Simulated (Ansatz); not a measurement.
C2H4N (charge +1), SMILES CC#[NH+]: a ladder of basis sets, run with Ansatz's Python interface.

`basis.py`:
```python
"""How the energy of C2H4N(+) converges with the basis."""

import ansatz as az
from ase import Atoms

atoms = Atoms(["C", "C", "N", "H", "H", "H", "H"], positions=[
    [-0.68564, 0.51942, -0.27775],
    [0.36792, -0.27369, 0.14973],
    [1.23925, -0.93388, 0.5008],
    [-1.49491, -0.10931, -0.66479],
    [-0.352, 1.19497, -1.07268],
    [-1.0703, 1.11717, 0.55556],
    [1.99568, -1.51469, 0.80912],
])
mol = az.Crystal.molecule_from_ase(atoms)

model = (
    mol.calculation()
    .functional("HF")
    .charge(1)
    .scf(lower_state_search="standard")
)

energies = {}
for basis in ["cc-pVDZ", "cc-pVTZ"]:
    r = model.basis(gaussian=basis).run(threads=1, backend="cpu").report
    size = r["n_frozen"] + r["n_occupied"][0] + r["n_virtual"][0]
    energies[basis] = (r["reference_energy_ev"] / 27.211386246, r["free_energy_ev"] / 27.211386246)
    print(f"{basis:14s} {size:4d} orbitals  reference {energies[basis][0]:14.6f} Ha  total {energies[basis][1]:14.6f} Ha")

last = energies["cc-pVTZ"][1]
for basis, (_, total) in energies.items():
    print(f"{basis:14s} lies {27.211386 * (total - last):9.4f} eV above cc-pVTZ")
```

How far does the total energy move along this ladder of basis sets?

Against cc-pVDZ: cc-pVTZ -38.4 mHa. The last step alone is -38.44 mHa.

What the script printed:

Running `python basis.py` prints:
```text
cc-pVDZ          62 orbitals  reference    -132.244761 Ha  total    -132.244761 Ha
cc-pVTZ         146 orbitals  reference    -132.283202 Ha  total    -132.283202 Ha
cc-pVDZ        lies    1.0460 eV above cc-pVTZ
cc-pVTZ        lies    0.0000 eV above cc-pVTZ
```

Notes:
- The settings weren't tested for convergence.
- The geometry is a force-field or estimated start, not a minimum of this method, and the last set is no limit. Much of the fall in a total is atomic energy, which cancels in bond and reaction energies.
- Run time: 1.8 s on 1 thread of Arm Neoverse V1, with other jobs on the host, peak memory 0.27 GiB.

(Lines on the test bed's own set-up are left out of the output.)
